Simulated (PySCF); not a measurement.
# CHCl2F: the cost of one run

Programs: PySCF 2.14.0, with density-fitted response routines of our own. Each step states its level of theory. These are calculated values for one molecule in the gas phase, unless marked as measured. Atoms are numbered from 0 throughout.

## Step 1: Starting geometry

5 atoms, charge 0, multiplicity 1; geometry from: GFN2-xTB. The atoms were then displaced at random by about 0.01 Å, so the start is not that level's minimum.

Bonds of the start (Å): F0–C1 1.32, C1–Cl2 1.76, C1–Cl3 1.74, C1–H4 1.09.

## Step 2: Relaxing the molecule at PBE0-D3(BJ)/def2-SVP

The job: settings as JSON, then the geometry in Å.

```
{"job": {"xc": "PBE0", "basis": "def2-SVP", "d3": "d3bj", "grid": 1, "shake": 0.01, "kind": "geom"}, "charge": 0, "multiplicity": 1}
F     -0.045640     1.121530    -0.765850
C     -0.001990     0.098950     0.067890
Cl     1.444580    -0.836270    -0.297970
Cl    -1.414000    -0.894020    -0.128300
H      0.050620     0.475830     1.086340
```

On the command line:

```console
> OMP_NUM_THREADS=1 python probes_run.py task.json out
```

One launch serves the whole session: the jobs run in the order shown.

**Question.** How long does this first job take on 1 thread of Arm Neoverse N1, shared host, and how much memory does it need?

About 11 s, with a peak of 0.31 GiB.
